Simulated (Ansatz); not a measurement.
Cost and result for the atomization energy of C$_{5}$H$_{11}$ (`CC[C](C)C`) radical (16 atoms, 15 bonds).

```xyz
16

C     0.737   -1.740    0.008
C     0.219   -0.640    0.941
C    -0.257    0.573    0.218
C    -1.603    0.559   -0.410
C     0.739    1.565   -0.263
H     1.076   -2.610    0.575
H     1.579   -1.382   -0.591
H    -0.045   -2.072   -0.680
H     1.020   -0.364    1.637
H    -0.597   -1.051    1.547
H    -1.588    0.103   -1.414
H    -2.321   -0.013    0.185
H    -1.996    1.571   -0.541
H     1.577    1.667    0.432
H     0.288    2.552   -0.405
H     1.170    1.282   -1.239
```

The species carries charge 0 and has multiplicity 2. Geometry: relaxed with PBE0-D4/def2-TZVP. It is one conformer, not always the lowest. Program: Ansatz. All runs use 2 threads of an AMD EPYC 7R13 on a shared host and a share of an NVIDIA H100 80 GB. Times are those of one run each, without the atoms' runs, and a repeat can differ threefold. Electronic energies, without spin–orbit coupling; frozen cores. CCSD(T)/CBS adds CCSD(T) − MP2 in def2-TZVPP to the MP2 limit, and its time is that of the two runs behind it. T1 = 0.011; ⟨S²⟩ of the reference is 0.76.

CCSD(T)/CBS is a level of theory with its own doubt, some kJ/mol a heavy atom from the limit and from the frozen cores, so smaller differences don't rank the functionals.

```tsv
level	functions	wall time	atomization (kJ/mol)	difference from CCSD(T)/CBS	per bond
CCSD(T)/def2-SVP	125	8 s	6029.4	-211.6	-14.1
B2PLYP/def2-TZVPP	309	9.5 s	6197.0	-44.0	-2.9
PBE-QIDH/def2-TZVPP	309	11 s	6251.6	10.6	0.7
PBE0-D4/def2-TZVPP	309	12 s	6306.1	65.1	4.3
r2SCANh-D4/def2-TZVPP	309	12 s	6264.1	23.1	1.5
CAM-B3LYP-D4/def2-TZVPP	309	12 s	6290.0	49.0	3.3
MP2/def2-QZVPP	615	12 s	6227.8	-13.2	-0.9
revPBE-D4/def2-TZVPP	309	13 s	6243.6	2.6	0.2
LDA (SPW92)/def2-TZVPP	309	13 s	7063.8	822.8	54.9
ωB97X-V/def2-TZVPP	309	15 s	6256.1	15.1	1.0
r2SCAN-D4/def2-TZVPP (with forces)	309	16 s	6283.1	42.1	2.8
CCSD(T)/def2-TZVPP	309	37 s	6117.0	-124.0	-8.3
CCSD(T)/CBS(def2)	–	49 s	6241.0	0.0	0.0
```

At CCSD(T), def2-SVP lies −211.5 kJ/mol from the extrapolated value and def2-TZVPP −123.9 kJ/mol: correlation converges slowly with the basis, and small sets miss more of it in the bonded molecule than in its fragments. The D4 term adds +45.1 kJ/mol with B3LYP and +24.1 kJ/mol with PBE0; it sums over pairs of atoms, weighted by their polarisabilities, and B3LYP, whose exchange is more repulsive, gets the larger term. In def2-TZVPP, CCSD(T) changes the Hartree–Fock value by +1335.1 kJ/mol (the triples alone add +65.0 kJ/mol) and MP2 by +1373.2 kJ/mol; breaking electron pairs costs correlation energy, which Hartree–Fock lacks.

B3LYP here is the variant with VWN-RPA as its local correlation; programs differ in this.
